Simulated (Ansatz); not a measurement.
Results of LDA (plane waves, PAW; Ansatz, a quantum-chemistry and plane-wave program) for fcc Cu.

Settings: plane-wave cutoff 520 eV, 18×18×18 k mesh, Fermi–Dirac smearing 0.1 eV, perturbation theory, force constants from a 6×6×6 q mesh, no spin polarisation, scalar-relativistic PAW data made under PBE.

Quasi-harmonic lattice constant against temperature at zero pressure (zero-point motion included); the last value is withheld.

```tsv
T (K)	lattice constant (Å)
300	3.5347
400	3.5399
500	3.5453
600	3.5510
700	3.5569
800	?
```

Q: Fit a straight line to the rows shown and predict the value at 800 K, and give the mean linear expansion coefficient over the rows shown.

A: Means: 500 K and 3.54556 Å. Σ(T − T̄)(y − ȳ) = 5.5500 and Σ(T − T̄)² = 100000, so the slope is 5.55e-05 Å/K. Divided by the mean, α = 15.7 × 10⁻⁶/K. At 800 K: 3.54556 + (5.55e-05) × 300 = 3.5622 Å. The run gives 3.5631 Å.

At 300 K the run's own coefficient is 14.2 × 10⁻⁶/K.

Anharmonicity beyond the change of volume is left out, and so is the electrons' share.
